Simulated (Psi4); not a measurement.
# UHF/pcseg-3 (density fitting) run of BSiH2F (SMILES B[Si]F)

Aim: the electrostatic solvation energy at fixed shape (C-PCM, ethanol) of BSiH2F at UHF/pcseg-3 (density fitting), from 2 runs. 

The results are computed with Psi4 1.11.

1 further run of the same task is left out (set aside as unsound or not needed).

## Step 1: The system as given

BSiH2F: 5 atoms, total charge 0, spin state triplet. SMILES: `B[Si]F`. Geometry: relaxed at GFN2-xTB.

Bond lengths: B1–Si2 1.877 Å, Si2–F3 1.654 Å, B1–H4 1.171 Å, B1–H5 1.174 Å. Angles: B1–Si2–F3 118.5°, Si2–B1–H4 120.0°, Si2–B1–H5 119.8°, H4–B1–H5 120.2°.

## Step 2: Energy and one-electron properties at UHF/pcseg-3 (density fitting)

input.dat

```
memory 1.6 GB

molecule mol {
  0 3
  B      0.234950     0.685700    -0.124130
  Si    -0.890020    -0.807470    -0.293660
  F     -0.519870    -2.176130     0.558950
  H     -0.000350     1.667090    -0.717680
  H      1.175290     0.630810     0.576520
  symmetry c1
}

set {
  reference uhf
  scf_type df
}

energy_value, wavefunction = energy('scf/pcseg-3', return_wfn=True)
oeprop(wavefunction, 'ESP_AT_NUCLEI', 'DIPOLE', 'QUADRUPOLE', 'LOWDIN_CHARGES', 'WIBERG_LOWDIN_INDICES')
```

On the command line:

```console
$ psi4 -n 1 input.dat output.dat
```

output.dat:

```text
[...]
  Running in c1 symmetry.
[...]
  Nuclear repulsion =   80.830231592822145
[...]
  Multiplicity = 3
[...]
  Nalpha       = 16
  Nbeta        = 14
[...]
    Number of basis functions: 250
[...]
   @DF-UHF iter   1:  -414.15697635214451   -9.84545e-01   1.59226e-03 ADIIS/DIIS
[...]
   @DF-UHF iter  11:  -414.25468774207445   -1.16580e-07   3.09262e-07 DIIS
[...]
   @S^2 Observed:                2.008671243E+00
[...]
    Orbital Energies [Eh]
    ---------------------
    Alpha Occupied:
       1A    -68.782608     2A    -26.288594     3A     -7.614073
       4A     -6.173957     5A     -4.283552     6A     -4.283195
       7A     -4.273579     8A     -1.583939     9A     -0.799956
      10A     -0.716942    11A     -0.668786    12A     -0.665612
      13A     -0.563964    14A     -0.515076    15A     -0.387502
      16A     -0.325724
    Alpha Virtual:
      17A      0.047969    18A      0.065393    19A      0.076572
      20A      0.087681    21A      0.091142    22A      0.098182
      23A      0.108593    24A      0.160906    25A      0.184606
[...]
  @DF-UHF Final Energy:  -414.25468774207445
   => Energetics <=
    Nuclear Repulsion Energy =             80.8302315928221446
    One-Electron Energy =                -735.3452359127497857
    Two-Electron Energy =                 240.2603165778531036
    Total Energy =                       -414.2546877420744522
  UHF NO Occupations:
  HONO-2 :   14  A 1.9966245
  HONO-1 :   15  A 1.0000000
[...]
 Multipole Moments:
 ------------------------------------------------------------------------------------
     Multipole            Electronic (a.u.)      Nuclear  (a.u.)        Total (a.u.)
 ------------------------------------------------------------------------------------
 L = 1.  Multiply by 2.5417464519 to convert [e a0] to [Debye]
 Dipole X            :         -1.6653803            1.3482879           -0.3170924
 Dipole Y            :         -3.2471921            3.5353045            0.2881124
 Dipole Z            :          0.1967768           -0.5476420           -0.3508652
 Magnitude           :                                                    0.5537714
 L = 2.  Multiply by 1.3450342976 to convert [e a0^2] to [Debye ang]
 Quadrupole XX       :        -46.7632444           28.2316474          -18.5315970
 Quadrupole XY       :        -33.9337243           33.6709265           -0.2627979
[...]
```

It took 8.7 s on 1 thread of AMD EPYC 7R43 (Zen 3), shared host; peak memory 0.4 GiB.

Atomic charges (e):

```tsv
atom	Löwdin
B1	-0.150
Si2	+0.714
F3	-0.209
H4	-0.181
H5	-0.174
```

## Step 3: Energy and one-electron properties at UHF/pcseg-3 (density fitting, C-PCM ethanol)

job.py

```python
import psi4

psi4.set_memory('1600 MB')
psi4.set_num_threads(1)
psi4.set_output_file('output.dat', False)

molecule = psi4.geometry("""
0 3
B
Si 1 1.877193
F 2 1.654444 1 118.51625
H 1 1.170809 2 120.03416 3 179.83302
H 1 1.173952 4 120.18137 2 179.86359
symmetry c1
""")

psi4.set_options({
    'reference': 'uhf',
    'scf_type': 'df',
    'pcm': True,
})
psi4.pcm_helper("""
  Units = Angstrom
  Medium {
    SolverType = CPCM
    Solvent = Ethanol
  }
  Cavity {
    Type = GePol
    RadiiSet = UFF
    Scaling = False
    Area = 0.4
    Mode = Implicit
  }
""")

E, wfn = psi4.energy("scf/pcseg-3", molecule=molecule, return_wfn=True)
psi4.oeprop(wfn, "ESP_AT_NUCLEI", "DIPOLE", "QUADRUPOLE", "LOWDIN_CHARGES", "WIBERG_LOWDIN_INDICES")
print(f'scf/pcseg-3 energy: {E:.10f} Eh')
for k, v in sorted(psi4.core.scalar_variables().items()):
    print(f'{k:45s} {v:18.10f}')
```

On the command line:

```console
$ python job.py
```

output.dat:

```text
[...]
  Running in c1 symmetry.
[...]
  Nuclear repulsion =   80.830236030655939
[...]
  Multiplicity = 3
[...]
  Nalpha       = 16
  Nbeta        = 14
[...]
    Number of basis functions: 250
[...]
   @DF-UHF iter   1:  -414.17570765820892   -9.99588e-01   1.53149e-03 ADIIS/DIIS
[...]
   @DF-UHF iter  11:  -414.25987684807859   -1.71260e-07   4.11180e-07 DIIS
[...]
   @S^2 Observed:                2.008524710E+00
[...]
    Orbital Energies [Eh]
    ---------------------
    Alpha Occupied:
       1A    -68.772668     2A    -26.288199     3A     -7.602210
       4A     -6.163628     5A     -4.272749     6A     -4.272655
       7A     -4.263256     8A     -1.584905     9A     -0.792528
      10A     -0.714126    11A     -0.669326    12A     -0.666343
      13A     -0.553244    14A     -0.505824    15A     -0.372935
      16A     -0.310700
    Alpha Virtual:
      17A      0.058842    18A      0.070546    19A      0.081163
      20A      0.092119    21A      0.099091    22A      0.106513
      23A      0.118462    24A      0.169739    25A      0.192858
[...]
  @DF-UHF Final Energy:  -414.25987684807859
   => Energetics <=
    Nuclear Repulsion Energy =             80.8302360306559393
    One-Electron Energy =                -735.2761949473785990
    Two-Electron Energy =                 240.1921539587982579
    PCM Polarization Energy =              -0.0060718901541513
    Total Energy =                       -414.2598768480785907
  UHF NO Occupations:
  HONO-2 :   14  A 1.9966866
[...]
 Multipole Moments:
 ------------------------------------------------------------------------------------
     Multipole            Electronic (a.u.)      Nuclear  (a.u.)        Total (a.u.)
 ------------------------------------------------------------------------------------
 L = 1.  Multiply by 2.5417464519 to convert [e a0] to [Debye]
 Dipole X            :          0.0029439           -0.0022506            0.0006933
 Dipole Y            :         -0.6577827            1.3663106            0.7085279
 Dipole Z            :          3.7118540           -3.5706243            0.1412296
 Magnitude           :                                                    0.7224667
 L = 2.  Multiply by 1.3450342976 to convert [e a0^2] to [Debye ang]
 Quadrupole XX       :        -18.0728839            0.0000317          -18.0728521
 Quadrupole XY       :          0.0174362           -0.0165483            0.0008879
[...]
```

Standard output:

```text
scf/pcseg-3 energy: -414.2598768481 Eh
CURRENT ENERGY                                   -414.2598768481
CURRENT REFERENCE ENERGY                         -414.2598768481
DD SOLVATION ENERGY                                 0.0000000000
ESP AT CENTER 1                                   -11.4263900697
ESP AT CENTER 2                                   -49.2701339076
ESP AT CENTER 3                                   -26.6062111095
ESP AT CENTER 4                                    -1.1425907695
ESP AT CENTER 5                                    -1.1454242297
HF KINETIC ENERGY                                 415.0419468285
HF POTENTIAL ENERGY                              -829.3018236766
HF TOTAL ENERGY                                  -414.2538049579
NUCLEAR REPULSION ENERGY                           80.8302360307
ONE-ELECTRON ENERGY                              -735.2761949474
PCM POLARIZATION ENERGY                            -0.0060718902
PE ENERGY                                           0.0000000000
SCF ITERATION ENERGY                             -414.2598768481
SCF ITERATIONS                                     11.0000000000
SCF TOTAL ENERGY                                 -414.2598768481
TWO-ELECTRON ENERGY                               240.1921539588
```

Wall time 21 s (1 thread of AMD EPYC 7R43 (Zen 3), shared host); peak memory 0.4 GiB.

Atomic charges (e):

```tsv
atom	Löwdin
B1	-0.164
Si2	+0.755
F3	-0.223
H4	-0.186
H5	-0.182
```

## Step 4: Outcome

At UHF/pcseg-3 (density fitting):

| quantity | value |
| --- | --- |
| gas phase: total energy | -414.25469 Eh |
| gas phase: dipole moment | 1.41 D |
| gas phase: HOMO energy (highest over α and β) | -8.86 eV |
| gas phase: LUMO energy (lowest over α and β) | 0.26 eV |
| gas phase: ⟨S²⟩ | 2.009 |
| C-PCM, ethanol: total energy | -414.25988 Eh |
| C-PCM, ethanol: dipole moment | 1.84 D |
| C-PCM, ethanol: HOMO energy (highest over α and β) | -8.45 eV |
| C-PCM, ethanol: LUMO energy (lowest over α and β) | 0.64 eV |
| C-PCM, ethanol: solvent term in the energy | -15.9 kJ/mol |
| C-PCM, ethanol: ⟨S²⟩ | 2.009 |
| energy change from gas to solvent at fixed shape | -0.141 eV |

In words: The solvent model (C-PCM, ethanol) lowers the energy by 0.14 eV (−3.3 kcal/mol) at the same shape. It holds the electrostatic part alone, without cavity or dispersion terms.
